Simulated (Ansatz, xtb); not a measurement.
## CH6NSi: where a starting geometry ends

The starting geometry of this gas-phase doublet was built from a drawn formula by distance geometry and a force field; its bonds are those of `[NH3+][CH-][SiH2]`.

```xyz
9

C    -2.2521    0.8556   -1.8952
N    -2.8410    0.0052   -0.9886
Si   -0.4414    0.8348   -2.2464
H    -2.6953   -1.0206   -1.2088
H    -3.8813    0.1402   -0.8567
H    -2.3935    0.0912   -0.0002
H    -2.8361    1.5822   -2.4569
H    -0.1407   -0.5760   -2.6469
H     0.2069    0.9454   -0.8990
```

Problem. Predict what becomes of its bonds when it is optimised with r2SCAN-D4/def2-SVP.

Solution. It keeps its bonds, and is `[NH3+][CH-][SiH2]`.

The energy falls by 1.09 eV over 19 steps:

| step | E − E(last) (eV) |
| --- | --- |
| 1 | 1.091 |
| 3 | 0.483 |
| 5 | 0.211 |
| 7 | 0.087 |
| 9 | 0.043 |
| 11 | 0.018 |
| 13 | 0.003 |
| 15 | 0.001 |
| 17 | 0.000 |
| 19 | 0.000 |

Final geometry (Å):

```xyz
9

C    -2.1562    0.2780   -2.1379
N    -2.9048    0.0945   -0.8598
Si   -0.4957    1.0221   -1.9133
H    -3.6032   -0.6577   -0.9186
H    -3.3994    0.9235   -0.4724
H    -2.2273   -0.1895   -0.1373
H    -2.8666    0.5503   -2.9296
H     0.3496    0.6317   -3.1010
H     0.0292    0.2051   -0.7288
```

From the same start GFN2-xTB ends elsewhere, differing in C1–N2 (2.83 against 1.49 Å here), N2–Si3 (2.07 against 2.79 Å here).

The end wasn't checked by frequencies. Open shells are spin-unrestricted. Run with Ansatz 0.2.0, 64 s on 1 thread of Intel(R) Xeon(R) 6975P-C (Granite Rapids), on a shared host.
